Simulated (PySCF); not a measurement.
Molecule: SMILES C[C@H](F)CF, C$_{3}$H$_{6}$F$_{2}$.

Molfile (atoms numbered from 1):
```
C3H6F2
     RDKit          3D

 11 10  0  0  0  0  0  0  0  0999 V2000
    1.1629    0.3026   -0.5141 C   0  0  0  0  0  0  0  0  0  0  0  0
    0.0820   -0.5749    0.0724 C   0  0  2  0  0  0  0  0  0  0  0  0
   -0.2963   -1.5126   -0.8656 F   0  0  0  0  0  0  0  0  0  0  0  0
   -1.1394    0.2048    0.4899 C   0  0  0  0  0  0  0  0  0  0  0  0
   -2.0194   -0.5969    1.1620 F   0  0  0  0  0  0  0  0  0  0  0  0
    0.7740    0.8895   -1.3603 H   0  0  0  0  0  0  0  0  0  0  0  0
    1.5667    0.9950    0.2389 H   0  0  0  0  0  0  0  0  0  0  0  0
    1.9862   -0.3239   -0.8842 H   0  0  0  0  0  0  0  0  0  0  0  0
    0.4594   -1.1255    0.9531 H   0  0  0  0  0  0  0  0  0  0  0  0
   -1.6368    0.6145   -0.4066 H   0  0  0  0  0  0  0  0  0  0  0  0
   -0.8413    1.0419    1.1454 H   0  0  0  0  0  0  0  0  0  0  0  0
  1  2  1  0
  2  3  1  0
  2  4  1  0
  4  5  1  0
  1  6  1  0
  1  7  1  0
  1  8  1  0
  2  9  1  1
  4 10  1  0
  4 11  1  0
M  END
```

Geometry PBE0-D3(BJ)/def2-SVP throughout; GIAO in PySCF, gas phase, one conformer, non-relativistic; equivalent atoms averaged; functional PBE0.

For orientation, cc-pVDZ gives these absolute shieldings σ: C2 109.7, C4 112.7, C1 179.7, F3 389.4, F5 422.4, H9 26.67, H10 27.07, H11 27.27, H6/H7/H8 30.32 ppm.

A run gave: C2 91.6, C4 93.8, C1 167.1, F3 379.0, F5 418.5, H9 26.47, H10 27.01, H11 27.11, H6/H7/H8 30.16 ppm (absolute shieldings σ).

Question: Which basis set was used in that run?
A. pcSseg-2
B. 6-31G*
C. def2-TZVP
D. 6-311+G(2d,p)

Answer: A. C4 tells them apart best: pcSseg-2 gives 93.8, 6-31G* gives 111.5, def2-TZVP gives 98.7, 6-311+G(2d,p) gives 100.5 ppm.
